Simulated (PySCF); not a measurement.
# SO₂(OH)₂: from structure and modes to constants

Level of theory: PBE0/[S def2-SVP, O def2-SVP, H def2-SVP], no relativity, density fitting, PySCF.

The singlet minimum has C2 symmetry. Masses (u): S 31.97207, O 15.99492, H 1.00782.

```xyz
7
charge 0 multiplicity 1, angstrom
S     0.0000    0.0000    0.1411
O     1.2658    0.1366    0.8075
O    -1.2658   -0.1366    0.8075
O    -0.1740    1.2321   -0.8771
O     0.1740   -1.2321   -0.8771
H     0.7091    1.5409   -1.1345
H    -0.7091   -1.5409   -1.1345
```

Harmonic wavenumbers (cm⁻¹): 248.9 (a, ×1), 322.5 (b, ×1), 364.3 (a, ×1), 429.4 (a, ×1), 480.8 (b, ×1), 531.4 (a, ×1), 538.9 (b, ×1), 836.7 (a, ×1), 896.2 (b, ×1), 1126.6 (a, ×1), 1146.7 (b, ×1), 1230.8 (a, ×1), 1483.3 (b, ×1), 3815.3 (b, ×1), 3820.9 (a, ×1).

(1) What is the harmonic zero-point energy?

(2) Find the vibrational entropy and heat capacity at 298.15 K.

(3) Give the standard entropy (298.15 K, 1 bar) by its translational, rotational, vibrational and spin parts, and Cp.

Results:

(1) Half the sum of all 15 wavenumbers, 17273/2 = 8636 cm⁻¹, which is 103.3 kJ/mol (1 cm⁻¹ = 0.0119627 kJ/mol).

(2) With u = 1.43878 ω/T, each mode gives S = R[u/(eᵘ−1) − ln(1−e⁻ᵘ)] and C = R u² eᵘ/(eᵘ−1)².
| ω (cm⁻¹) | u | S (J/(mol K)) | C (J/(mol K)) |
| --- | --- | --- | --- |
| 248.9 | 1.201 | 7.27 | 7.38 |
| 322.5 | 1.556 | 5.43 | 6.82 |
| 364.3 | 1.758 | 4.62 | 6.47 |
| 429.4 | 2.072 | 3.60 | 5.88 |
| 480.8 | 2.320 | 2.96 | 5.41 |
| 531.4 | 2.565 | 2.44 | 4.94 |
| 538.9 | 2.600 | 2.38 | 4.87 |
| 836.7 | 4.038 | 0.75 | 2.48 |
| 896.2 | 4.325 | 0.59 | 2.11 |
| 1126.6 | 5.437 | 0.23 | 1.08 |
| 1146.7 | 5.534 | 0.22 | 1.01 |
| 1230.8 | 5.940 | 0.15 | 0.78 |
| 1483.3 | 7.158 | 0.05 | 0.33 |
| 3815.3 | 18.411 | 0.00 | 0.00 |
| 3820.9 | 18.439 | 0.00 | 0.00 |
The sums over all modes are S = 30.7 and C = 49.6 J/(mol K); the softest mode gives 24 % of the entropy.

(3) Sackur–Tetrode with M = 97.97 u gives 166.0; rotation with symmetry number 2 gives 100.7; vibration 30.7; spin R ln 1 = 0.0. The total is 297.4 J/(mol K), and Cp = 4 R + 49.6 = 82.8 J/(mol K).

This need not be the most stable arrangement of these atoms.
